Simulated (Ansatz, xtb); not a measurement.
## CH4AlN: which of two structures lies lower

Structure a is `[CH]1=[NH+][AlH2-]1`, a singlet and structure b is a singlet given by its coordinates. Both are isolated molecules in the gas phase, relaxed with PBE0-D3(BJ)/def2-SVP.

a (Å):

```yaml
atoms:
  - { symbol: C, position_ang: [-1.9352, -1.2900, 0.2120] }
  - { symbol: Al, position_ang: [-1.3363, 0.0200, -1.1335] }
  - { symbol: N, position_ang: [-0.8186, -1.6722, -0.3016] }
  - { symbol: H, position_ang: [-2.4543, -1.8758, 0.9900] }
  - { symbol: H, position_ang: [-0.3333, -2.5336, -0.0336] }
  - { symbol: H, position_ang: [-0.5196, 1.2833, -0.6257] }
  - { symbol: H, position_ang: [-1.9101, -0.1164, -2.6075] }
```

b (Å):

```
atom    x (Å)    y (Å)    z (Å)
   C  -1.2306  -1.4656   0.8784
  Al  -1.4450  -0.2683  -1.8693
   N  -1.3196  -0.9689  -0.2617
   H  -0.3196  -1.9928   1.2356
   H  -2.0558  -1.4177   1.6216
   H  -0.9838   1.2366  -2.0390
   H  -2.0092  -1.1975  -3.0200
```

Close contacts (Å): C1–N3 1.25, Al2–N3 1.76, C1–H4 1.11, C1–H5 1.11, Al2–H6 1.58, Al2–H7 1.58.

Task: Which of the two would you expect CCSD(T)/def2-TZVPP electronic energies to favour?

Result: Structure b; the calculation gives E(b) − E(a) = −11.2 kcal/mol.

Level by level:

```csv
level,geometry,E(b) − E(a) (kcal/mol),departure from the last row (kcal/mol),"job, with rough time for the two"
GFN2-xTB,GFN2-xTB,−17.1,−5.9,"optimisation, 0.25 s"
HF/STO-3G,GFN2-xTB,+1.1,+12.3,"single point, 0.64 s"
r2SCAN-D4/def2-SVP,GFN2-xTB,0.0,+11.2,"single point, 5 s"
PBE0-D3(BJ)/def2-SVP,PBE0-D3(BJ)/def2-SVP,−11.0,+0.2,"optimisation, 70 s"
HF/def2-TZVPP,PBE0-D3(BJ)/def2-SVP,−12.7,−1.5,part of the CCSD(T) run
MP2/def2-TZVPP,PBE0-D3(BJ)/def2-SVP,−11.9,−0.7,part of the CCSD(T) run
CCSD(T)/def2-TZVPP,PBE0-D3(BJ)/def2-SVP,−11.2,,"single point, 80 s"
```

HF/STO-3G puts the two in the other order. r2SCAN-D4/def2-SVP finds them nearly level. The largest departure from CCSD(T)/def2-TZVPP is that of HF/STO-3G, 12.3 kcal/mol.

With harmonic frequencies from PBE0-D3(BJ)/def2-SVP (ideal gas, rigid rotor, one conformer each, 298.15 K, 1 atm): the zero-point term adds −0.7 kcal/mol; ΔH is −11.5 and ΔG −11.9 kcal/mol.

The correlated steps freeze 7 core orbitals. Programs: Ansatz 0.2.0, xtb 6.7.1; the last row on 1 thread of Intel(R) Xeon(R) Processor @ 2.50GHz (Skylake/Cascade Lake) on a shared host.
